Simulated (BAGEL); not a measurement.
# C3H5F (SMILES C/C=C/F) at B3LYP/cc-pVDZ (density fitting with qzvpp-jkfit)

Aim: the energy change on altering one bond length of C3H5F at B3LYP/cc-pVDZ (density fitting with qzvpp-jkfit), from 2 runs. 

The calculation is run with BAGEL 1.2.2.

1 further run of the same task is left out (set aside as unsound or not needed). Runs told in other sessions of the task aren't counted.

## 1. The molecule

C3H5F: 9 atoms, total charge 0, spin state singlet. SMILES: `C/C=C/F`. Geometry: relaxed at PBE0-D4/def2-TZVP.

Bond lengths: C1–C2 1.489 Å, C2–C3 1.319 Å, C3–F4 1.340 Å, C1–H5 1.094 Å, C1–H6 1.092 Å, C1–H7 1.094 Å, C2–H8 1.086 Å, C3–H9 1.085 Å. Some angles: C1–C2–C3 123.2°, C2–C3–F4 122.2°, C1–C2–H8 118.7°, C3–C2–H8 118.1°, C2–C1–H5 111.1°, C2–C1–H6 111.5°, C2–C1–H7 111.1°, C2–C3–H9 125.6°, F4–C3–H9 112.2°, H5–C1–H6 108.0°.

## 2. The energy at B3LYP/cc-pVDZ (density fitting with qzvpp-jkfit)

The input, input.json:

```json
{ "bagel" : [

{
  "title" : "molecule",
  "basis" : "cc-pvdz.json",
  "df_basis" : "qzvpp-jkfit",
  "angstrom" : "true",
  "geometry" : [
    { "atom" : "C", "xyz" : [      -0.482600,       1.041700,      -0.078600 ] },
    { "atom" : "C", "xyz" : [       0.190700,      -0.232400,      -0.454700 ] },
    { "atom" : "C", "xyz" : [       0.503900,      -1.168300,       0.420300 ] },
    { "atom" : "F", "xyz" : [       1.110100,      -2.308100,       0.061300 ] },
    { "atom" : "H", "xyz" : [      -1.439100,       1.150700,      -0.598200 ] },
    { "atom" : "H", "xyz" : [      -0.675100,       1.090900,       0.995000 ] },
    { "atom" : "H", "xyz" : [       0.129000,       1.906700,      -0.351600 ] },
    { "atom" : "H", "xyz" : [       0.437900,      -0.404300,      -1.498400 ] },
    { "atom" : "H", "xyz" : [       0.313700,      -1.123300,       1.487600 ] }
  ]
},

{ "title" : "ks", "xc_func" : "b3lyp", "charge" : 0 },

{ "title" : "print", "file" : "orbitals.molden", "orbitals" : "true" }

]}
```

The basis set cc-pVDZ is read from a file made from the Basis Set Exchange's data (not shown).

The run is started by

```sh
$ BAGEL_NUM_THREADS=1 BAGEL input.json > input.out
```

The program printed:

```text
* using 1 threads per process

  ===============================================================
  ===============================================================

  *** Geometry ***

  { "atom" : "C", "xyz" : [     -0.911982,      1.968528,     -0.148532 ] },
  { "atom" : "C", "xyz" : [      0.360371,     -0.439172,     -0.859258 ] },
  { "atom" : "C", "xyz" : [      0.952233,     -2.207767,      0.794252 ] },
  { "atom" : "F", "xyz" : [      2.097785,     -4.361677,      0.115840 ] },
  { "atom" : "H", "xyz" : [     -2.719505,      2.174508,     -1.130434 ] },
  { "atom" : "H", "xyz" : [     -1.275754,      2.061502,      1.880277 ] },
  { "atom" : "H", "xyz" : [      0.243775,      3.603141,     -0.664428 ] },
  { "atom" : "H", "xyz" : [      0.827511,     -0.764016,     -2.831566 ] },
  { "atom" : "H", "xyz" : [      0.592807,     -2.122729,      2.811157 ] },

  Number of auxiliary basis functions:      392

  Since a DF basis is specified, we compute 2- and 3-index integrals:
    o Being stored without compression. Storage requirement is 0.021 GB

  Number of basis functions:       81
  Number of electrons      :       32

    * METHOD: MOLECULE                             0.13

  *** Kohn-Sham DFT ***

    * Removing 16259 points whose weight is below 1.00e-10
    * Grid points: 117895

  === Nuclear Repulsion ===
   113.8225906714

       - DIIS with orbital gradients will be used.

  === KS iteration (b3lyp / cc-pvdz.json) ===
      0       -181.34488661          0.11948133           0.26
      1       -129.72255427          0.14865579           0.25
      2       -152.10278672          0.20982763           0.25
      3       -191.65607918          0.12515140           0.26
      4       -208.22960591          0.10222633           0.25
      5       -215.08009658          0.06773883           0.25
      6       -213.21025173          0.09280510           0.25
      7       -162.42296987          0.29783723           0.25
      8       -201.46854025          0.12488372           0.25
      9       -216.83361214          0.02475939           0.25
     10       -217.00735947          0.01679285           0.25
     11       -217.13630625          0.00477413           0.25
     12       -217.14953476          0.00102210           0.25
     13       -217.14980513          0.00069265           0.25
     14       -217.15005219          0.00015230           0.25
     15       -217.15006205          0.00003589           0.25
     16       -217.15006268          0.00001003           0.25
     17       -217.15006271          0.00000377           0.25
     18       -217.15006272          0.00000079           0.25
     19       -217.15006272          0.00000019           0.25
     20       -217.15006272          0.00000012           0.25
     21       -217.15006272          0.00000004           0.25
     22       -217.15006272          0.00000001           0.25
     23       -217.15006272          0.00000000           0.25
    * SCF iteration converged.

    * Permanent dipole moment:
           (    0.271060,    -0.521660,    -0.123371) a.u.

    * METHOD: KS                                   6.63

    * METHOD: PRINT                                0.01

  ===============================================================
```

Wall time 7.2 s (1 thread of Arm Neoverse V2, shared host); peak memory 0.42 GiB.

## 3. The distorted shape

The input, input.json:

```json
{ "bagel": [

{
  "title": "molecule",
  "basis": "cc-pvdz.json",
  "df_basis": "qzvpp-jkfit",
  "angstrom": "true",
  "geometry": [
    { "atom": "C", "xyz": [   -0.971893,    0.349682,    0.139806 ] },
    { "atom": "C", "xyz": [   -0.298593,   -0.924418,   -0.236294 ] },
    { "atom": "C", "xyz": [    0.014607,   -1.860318,    0.638706 ] },
    { "atom": "F", "xyz": [    0.620807,   -3.000118,    0.279706 ] },
    { "atom": "H", "xyz": [   -1.928393,    0.458682,   -0.379794 ] },
    { "atom": "H", "xyz": [   -1.164393,    0.398882,    1.213406 ] },
    { "atom": "H", "xyz": [    0.129000,    1.906700,   -0.351600 ] },
    { "atom": "H", "xyz": [   -0.051393,   -1.096318,   -1.279994 ] },
    { "atom": "H", "xyz": [   -0.175593,   -1.815318,    1.706006 ] }
  ]
},
{ "title": "ks", "xc_func": "b3lyp" },
{ "title": "print", "file": "orbitals.molden", "orbitals": "true" }

]}
```

The basis set cc-pVDZ is read from a file made from the Basis Set Exchange's data (not shown).

The run is started by

```sh
$ BAGEL_NUM_THREADS=1 BAGEL input.json > input.out
```

The program printed:

```text
* using 1 threads per process

  ===============================================================
  ===============================================================

  *** Geometry ***

  { "atom" : "C", "xyz" : [     -1.836612,      0.660803,      0.264195 ] },
  { "atom" : "C", "xyz" : [     -0.564259,     -1.746897,     -0.446531 ] },
  { "atom" : "C", "xyz" : [      0.027603,     -3.515492,      1.206979 ] },
  { "atom" : "F", "xyz" : [      1.173155,     -5.669401,      0.528568 ] },
  { "atom" : "H", "xyz" : [     -3.644135,      0.866783,     -0.717707 ] },
  { "atom" : "H", "xyz" : [     -2.200384,      0.753778,      2.293005 ] },
  { "atom" : "H", "xyz" : [      0.243775,      3.603141,     -0.664428 ] },
  { "atom" : "H", "xyz" : [     -0.097119,     -2.071741,     -2.418838 ] },
  { "atom" : "H", "xyz" : [     -0.331823,     -3.430454,      3.223884 ] },

  Number of auxiliary basis functions:      392

  Since a DF basis is specified, we compute 2- and 3-index integrals:
    o Being stored without compression. Storage requirement is 0.021 GB

  Number of basis functions:       81
  Number of electrons      :       32

    * METHOD: MOLECULE                             0.13

  *** Kohn-Sham DFT ***

    * Removing 15342 points whose weight is below 1.00e-10
    * Grid points: 118812

  === Nuclear Repulsion ===
   111.6000660838

       - DIIS with orbital gradients will be used.

  === KS iteration (b3lyp / cc-pvdz.json) ===
      0       -181.82696159          0.11508386           0.26
      1       -132.81664232          0.15768595           0.25
      2       -153.77420710          0.21519954           0.25
      3       -193.19049753          0.12005668           0.25
      4       -215.24762566          0.05724457           0.25
      5       -216.46052320          0.03214405           0.25
      6       -216.87518660          0.01544408           0.25
      7       -217.01544968          0.00578789           0.25
      8       -217.03027974          0.00242542           0.25
      9       -217.03310158          0.00113399           0.25
     10       -217.03386037          0.00021968           0.25
     11       -217.03389802          0.00004865           0.25
     12       -217.03389766          0.00005160           0.25
     13       -217.03389895          0.00001949           0.25
     14       -217.03389912          0.00000302           0.25
     15       -217.03389912          0.00000133           0.25
     16       -217.03389912          0.00000038           0.25
     17       -217.03389912          0.00000060           0.25
     18       -217.03389912          0.00000009           0.25
     19       -217.03389912          0.00000006           0.25
     20       -217.03389912          0.00000002           0.25
     21       -217.03389912          0.00000001           0.25
     22       -217.03389912          0.00000000           0.25
    * SCF iteration converged.

    * Permanent dipole moment:
           (    0.425717,     0.085151,    -0.257641) a.u.

    * METHOD: KS                                   6.33

    * METHOD: PRINT                                0.01

  ===============================================================
```

Wall time 6.9 s (1 thread of Arm Neoverse V2, shared host); peak memory 0.43 GiB.

## 4. Summary of results

Level: B3LYP/cc-pVDZ (density fitting with qzvpp-jkfit).

| quantity | value |
| --- | --- |
| first shape: total energy | -217.15006 Eh |
| first shape: dipole moment | 1.53 D |
| first shape: HOMO energy | -6.76 eV |
| first shape: LUMO energy | 0.69 eV |
| first shape: HOMO–LUMO gap | 7.45 eV |
| distorted shape: total energy | -217.03390 Eh |
| distorted shape: dipole moment | 1.28 D |
| distorted shape: HOMO energy | -6.75 eV |
| distorted shape: LUMO energy | -2.07 eV |
| distorted shape: HOMO–LUMO gap | 4.68 eV |
| energy change with the C1–H7 bond stretched from 1.094 to 1.969 Å | 3.161 eV |

In words: With the C1–H7 bond stretched from 1.094 to 1.969 Å the energy rises by 3.16 eV (305 kJ/mol). The first shape isn't relaxed at this level, so the change isn't measured from a minimum. A restricted reference can't describe the breaking bond well at this length.
